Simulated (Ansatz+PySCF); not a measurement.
Values are calculated unless marked as measured or tabulated.
## Ansatz (development build ahead of 0.2.0) run

```yaml
crystal:
  periodic: [false, false, false]
  atoms:
    - { symbol: P, position_ang: [0.0, 0.0, -1.891] }
    - { symbol: P, position_ang: [0.0, 0.0, 1.891] }
basis:
  gaussian: { orbitals: cc-pVDZ }
hamiltonian:
  xc: hf
correlation:
  method: mp2
  frozen_orbitals: { P: 5 }
output:
  forces: true
```

The input is written out in the form of the current development build from the run's settings.

The run gave:

| Item | Value |
| --- | --- |
| Converged | yes |
| Reference energy | -681.15921 hartree |
| Correlation energy | -0.19508 hartree |
| Total energy | -681.35429 hartree |
| Spin squared of the determinant | 0.000 |
| Stability test | minimum among restricted orbitals |

Forces (eV/Å):
```tsv
atom	Fx	Fy	Fz
P1	0.000	0.000	1.260
P2	0.000	0.000	-1.260
```

Caution: large amplitudes, a single reference is doubtful; this determinant is likely not that of the ground state; an unrestricted determinant lies well below; the determinant breaks the point group; another reference gives a lower total.
